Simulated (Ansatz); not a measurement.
# How far each method lies from UCCSDT(Q) for HP–Ga–S, doublet

Geometry: a point of a stretch scan, not a stationary point.

```xyz
4

P     0.0000   -0.4083    1.8821
Ga    0.0000   -0.3110   -0.8882
S     0.0000   -0.2996   -2.9072
H     0.0000    1.0189    1.9133
```

Basis cc-pVDZ; Ansatz 0.2.0. Only valence electrons are correlated (noble-gas cores and the filled d shells of p-block atoms frozen), which leaves 15 electrons in 44 orbitals. R marks a restricted (for open shells ROHF) determinant, U an unrestricted one. Active spaces: pair = (3e, 3o) about the gap. No spin–orbit coupling is included, and no scalar relativity.

Full CI isn't at hand for all of this; UCCSDT(Q) serves as the reference, and is uncertain by about the last step of the cluster series. The frozen core follows each run's orbitals, which can shift R against U totals by a few meV for light atoms and by up to 0.1 eV past Ca.

Unrestricted rows (U) aren't spin-pure: their determinants' ⟨S²⟩ exceeds S(S+1) by up to 0.15, so they mix in states of higher spin.

The UHF ⟨S²⟩ is 0.899 and the T1 diagnostic (RCCSD) is 0.0276. The largest doubles amplitude (RCCSD) is 0.122 and the T1 diagnostic (UCCSD) is 0.0348.

| level | E − E(RHF) (eV) |
| --- | --- |
| UHF | -0.1650 |
| UMP2 | -7.6292 |
| UCCSD | -8.7125 |
| UCCSD(T) | -9.1002 |

**Question.** Estimate how far UCCSDT(Q) in cc-pVDZ lies from UCCSD(T). The table doesn't fix it; the size of (T) and the diagnostics are the guide.

**Answer.** UCCSDT(Q) in cc-pVDZ lies 9.5 kJ/mol below UCCSD(T), which is 25 % of the (T) step (-37.4 kJ/mol). T1 is raised, the determinant isn't spin-pure, and the rest is a large part of (T). The miss exceeds 1 kcal/mol.

The other levels:

| level | E − E(UCCSDT(Q)) (kJ/mol) | share of correlation (%) | wall time |
| --- | --- | --- | --- |
| UCCSDT | 3.9 | 99.56 | – |

The correlation energy at UCCSDT(Q), counted from RHF, is -9.199 eV. That run took 3.9 min on 1 thread of Arm Neoverse V1, shared host.

Run but not shown, since their state or frozen core can't be matched to the reference's or they repeat it: RHF, RMP2, RCCSD, RCCSD(T), BCCD(T), RCCSDT, RCCSDT(Q), CASSCF (pair space), NEVPT2 (pair space), MRCISD (pair space), MRCISD+Q (pair space).

Times hold each run's SCF and search for its determinant on a shared host, so for small cases they say little of a method's own cost; they ran on 1 thread of Arm Neoverse V1.
